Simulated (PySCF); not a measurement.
Stepwise substitution at one centre (Si F-Cl). Gas-phase values, no solvent. Strings in code marks are SMILES.

Calculation: PBE0-D3(BJ)/def2-TZVP in PySCF 2.14.0. All candidates: neutral, multiplicity 1. Excitations are Tamm–Dancoff values on a coarser integration grid. The basis has no diffuse functions, so Rydberg states are missing or too high.

```json
{
 "S1 excitation (TDA)": "8.50 eV",
 "HOMO": "-9.93 eV",
 "HOMO–LUMO gap": "10.04 eV"
}
```

Question: Identify which member has these values.
(A) `F[Si](F)(F)F`
(B) `F[Si](F)(Cl)Cl`
(C) `F[Si](Cl)(Cl)Cl`
(D) `Cl[Si](Cl)(Cl)Cl`

Answer: B, `F[Si](F)(Cl)Cl`. The others give `F[Si](Cl)(Cl)Cl`: 7.86 eV, -9.63 eV, 9.37 eV; `Cl[Si](Cl)(Cl)Cl`: 7.54 eV, -9.54 eV, 8.98 eV; `F[Si](F)(F)F`: 11.45 eV, -12.77 eV, 13.30 eV
